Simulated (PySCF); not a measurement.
CH⁺ from Hartree–Fock to correlated methods

State: ¹Σ⁺ (singlet), closed shell. Set-up: basis H def2-SVP, C def2-SVP; no relativity; PySCF 2.14. De refers to H + C⁺ in their high-spin ground configurations, without counterpoise correction. A positive dipole points towards C; it is taken about the centre of mass and depends on that origin.

```tsv
Level	Re (Å)	ωe (cm⁻¹)	De (eV)	μ (D)
RHF	1.117	3159	3.13	-2.02
RHF-MP2	1.129	3050	3.86	n/a
RHF-SCS-MP2	1.130	3037	3.95	n/a
RHF-CCSD	1.135	2966	4.02	n/a
RHF-CCSD(T)	1.136	2958	4.04	n/a
PBE	1.163	2722	4.21	-1.83
BP86	1.162	2723	4.34	-1.83
TPSS	1.149	2829	4.31	-1.89
r²SCAN	1.148	2841	4.06	-1.88
PBE0	1.147	2868	4.14	-1.89
BHandHLYP	1.131	2992	4.11	-1.95
```

Which functional lies closest to RHF-CCSD(T) in De, which farthest, and by how much do they differ from it?

Closest is r²SCAN (+1.2 pm in Re, -4.0 % in ωe, +0.02 eV in De against RHF-CCSD(T) in the same basis), farthest BP86 (+2.6 pm in Re, -7.9 % in ωe, +0.30 eV in De). CCSD(T) converges more slowly with the basis than the functionals do and binds too weakly in this one, so the order can change at the basis-set limit.

What does the step from GGA to meta-GGA do here, going from PBE to r²SCAN?

r²SCAN less PBE: -1.5 pm in Re, +4.4 % in ωe, -0.15 eV in De. 

What does the triples do here, going from RHF-CCSD to RHF-CCSD(T)?

RHF-CCSD(T) less RHF-CCSD: +0.1 pm in Re, -0.3 % in ωe, +0.02 eV in De. Correlation nearly always deepens the well. The bond length hardly moves.

Correlated steps freeze 1 core orbital. Correlated levels converge slowly with the basis: in double zeta they bind strong bonds too weakly, by up to about 1 eV, and carry superposition errors of some tenths. For an ion De counts to the pair picked by the measured ionisation energies or electron affinities, which need not be the lowest pair at this level. Where the molecule has an RHF reference, its open-shell atoms are computed with UHF.
